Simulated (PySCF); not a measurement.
**Working out the electron affinity of O**

O⁻ [He] 2s2 2p5 (2P) → O [He] 2s2 2p4 (3P). All numbers are calculated (PySCF 2.14, the non-relativistic Hamiltonian (point nucleus), in dyall-av3z). Frozen: 1s2; the 14 highest virtual orbitals dropped. Energies in hartree (1 hartree = 27.21139 eV):

| part | O⁻ (lower) | O (upper) |
| --- | --- | --- |
| UHF | -74.797611 | -74.818711 |
| MP2 opposite-spin | -0.168996 | -0.114059 |
| MP2 same-spin | -0.055228 | -0.036867 |

**Question.** What does Hartree-Fock give?

**Answer.** (-74.818711) − (-74.797611) = -0.021100 hartree = -0.574 eV.

**Question.** What do MP2 and SCS-MP2 (6/5 opposite-spin, 1/3 same-spin) give?

**Answer.** The opposite-spin parts differ by 1.495 eV and the same-spin parts by 0.500 eV. MP2: -0.574 + (1.495) + (0.500) = 1.421 eV. SCS-MP2: -0.574 + 1.2 × (1.495) + (0.500)/3 = 1.387 eV.

A first-order spin-orbit estimate adds -0.001 eV to MP2 (valence), giving 1.420 eV against 1.461 eV (measured; photodetachment measurements, as compiled on the Wikipedia data page of electron affinities).

What remains against the reference includes basis incompleteness, the frozen core and correlation beyond second order.
